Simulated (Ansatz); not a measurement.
# MgClF: taking an electron away

An exercise on one series of results from a longer session: the logs are not shown, and one member is left open.

Program: Ansatz 0.2.0, Gaussian basis. Level of theory: unrestricted cation, the program's frozen cores in correlated methods. These are calculated values, not measurements.

Plan: UKS PBE-D4/def2-TZVPP; UKS r2SCAN-D4/def2-TZVPP; UKS PBE0-D4/def2-TZVPP; UKS B3LYP-D4/def2-TZVPP; UKS wB97X-V/def2-TZVPP; UKS wB97M-V/def2-TZVPP; UKS B2PLYP/def2-TZVPP; UHF-CCSD(T)/def2-TZVPP; UHF-MP2/def2-QZVPP; extrapolation to the limit; then −ε(HOMO) from the neutral's earlier runs with LDA (SPW92), PBE-D4, revPBE-D4, BLYP-D4, r2SCAN-D4, B97M-V, PBE0-D4, B3LYP-D4, r2SCANh-D4, r2SCAN0-D4, HSE06-D4, BHLYP-D4, CAM-B3LYP-D4, LC-ωPBE, ωB97X-V, ωB97M-V.

### Structure used throughout

An earlier PBE0-D4 in a triple-zeta def2 set relaxation fixed the geometry.

SMILES `[F][Mg][Cl]`, 3 atoms, charge 0, spin multiplicity 1.

Atoms are counted from 1 here; the program's logs count them from 0.

Bond lengths: F1–Mg2 1.744 Å, Mg2–Cl3 2.169 Å. Angles: F1–Mg2–Cl3 180.0°.

Set-up of the first run:

in.yaml

```yaml
crystal:
  periodic: [false, false, false]
  atoms:
    - {symbol: F, position_ang: [-1.529429, 0.792178, -0.757000]}
    - {symbol: Mg, position_ang: [-0.118112, 0.039642, -0.060771]}
    - {symbol: Cl, position_ang: [1.636641, -0.896620, 0.804571]}
basis:
  gaussian: {orbitals: def2-TZVPP}
total_charge: 1
magnetization: {spin_polarized: true, initial_magnetization: 1}
hamiltonian: {xc: pbe, dispersion: d4}
```

Run with:

```bash
$ ansatz run in.yaml --threads 4 --pin off --events-out ev --progress --plain --max-ram 10444MiB
```

Among the steps run: Cation, UKS PBE-D4/def2-TZVPP; Cation, UKS r2SCAN-D4/def2-TZVPP; Cation, UKS PBE0-D4/def2-TZVPP; Cation, UKS B3LYP-D4/def2-TZVPP; Cation, UKS wB97X-V/def2-TZVPP; Cation, UKS wB97M-V/def2-TZVPP; Cation, UKS B2PLYP (frozen core)/def2-TZVPP; Cation, UHF-CCSD(T)/def2-TZVPP; Cation, UHF-MP2/def2-QZVPP.

One of the session's tables, all rows but one given; the rest of the session is left out.

Orbital estimates, from the neutral's runs:

| functional | −ε(HOMO) (eV) |
| --- | --- |
| LDA (SPW92) | ? |
| PBE-D4 | 7.66 |
| revPBE-D4 | 7.59 |
| BLYP-D4 | 7.51 |
| r2SCAN-D4 | 8.00 |
| B97M-V | 8.03 |
| PBE0-D4 | 9.05 |
| B3LYP-D4 | 8.78 |
| r2SCANh-D4 | 8.51 |
| r2SCAN0-D4 | 9.28 |
| HSE06-D4 | 8.64 |
| BHLYP-D4 | 10.30 |
| CAM-B3LYP-D4 | 10.45 |
| LC-ωPBE | 11.88 |
| ωB97X-V | 11.49 |
| ωB97M-V | 11.35 |

**Question.** Estimate the row for LDA (SPW92).

The run gave: −ε(HOMO) (eV): 7.84. In the column «−ε(HOMO) (eV)» it lies between PBE-D4 (7.66) and r2SCAN-D4 (8.00).
